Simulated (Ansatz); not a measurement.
I need a rigid torsion scan of H₃PS, SMILES PS. Use Ansatz's Python interface. Level of theory (for the species named): PBE0, def2-SVP basis, multiplicity 1, D3BJ dispersion.

| atom | x (Å) | y (Å) | z (Å) |
| --- | --- | --- | --- |
| P | -0.6081 | -0.4777 | 0.3761 |
| S | 0.4107 | 1.1910 | -0.4400 |
| H | 0.3176 | -1.4192 | 0.2340 |
| H | -1.2683 | -0.8141 | -0.8140 |
| H | 1.1980 | 1.4464 | 0.6024 |

`torsion.py`:
```python
"""Rigid torsion scan of H3PS."""

import warnings

import ansatz as az
from ase import Atoms

warnings.simplefilter("ignore", az.DeckWarning)

atoms = Atoms(["P", "S", "H", "H", "H"], positions=[
    (-0.6081, -0.4777, 0.3761),
    (0.4107, 1.191, -0.44),
    (0.3176, -1.4192, 0.234),
    (-1.2683, -0.8141, -0.814),
    (1.198, 1.4464, 0.6024),
])

# relax first, so that the scan starts from a minimum
first = (
    az.Crystal.molecule_from_ase(atoms).calculation()
    .basis(gaussian="def2-SVP")
    .functional("pbe0", dispersion="d3bj")
    .relax(force_tolerance=0.02, max_steps=80)
)
atoms.positions = first.run(threads=1, backend="cpu").report["positions_ang"]

start = atoms.get_dihedral(2, 0, 1, 4)
energies = {}
for turn in range(0, 360, 30):
    turned = atoms.copy()
    turned.set_dihedral(2, 0, 1, 4, start + turn, indices=[1, 4])
    calculation = az.Crystal.molecule_from_ase(turned).calculation()
    calculation = calculation.basis(gaussian="def2-SVP").functional("pbe0", dispersion="d3bj")
    energies[round((start + turn) % 360)] = calculation.run(threads=1, backend="cpu").report["free_energy_ev"]
floor = min(energies.values())
print("dihedral H2-P0-S1-H4 (deg)   E - E(min) (kcal/mol)")
for angle, e in sorted(energies.items()):
    print(f"{angle:8d} {23.060548 * (e - floor):14.3f}  " + "#" * int(30 * (e - floor) / max(max(energies.values()) - floor, 1e-9)))
```

Output of `python torsion.py`:
```text
dihedral H2-P0-S1-H4 (deg)   E - E(min) (kcal/mol)
      19          3.117  ##################
      49          1.954  ###########
      79          3.347  ###################
     109          5.190  ##############################
     139          4.900  ############################
     169          2.861  ################
     199          0.798  ####
     229          0.000
     259          0.917  #####
     289          3.053  #################
     319          5.029  #############################
     349          5.080  #############################
```

These settings explore the input space; basis and method may be short of convergence. The scan is rigid and the energies are electronic, in a modest basis. With rigid groups the curve can differ much from the relaxed path, the start wasn't checked as a minimum of this torsion, and equivalent turns needn't return to the same energy. Finished in 18 s on 1 thread of Arm Neoverse V2, with other jobs on the host, peak memory 0.18 GiB.
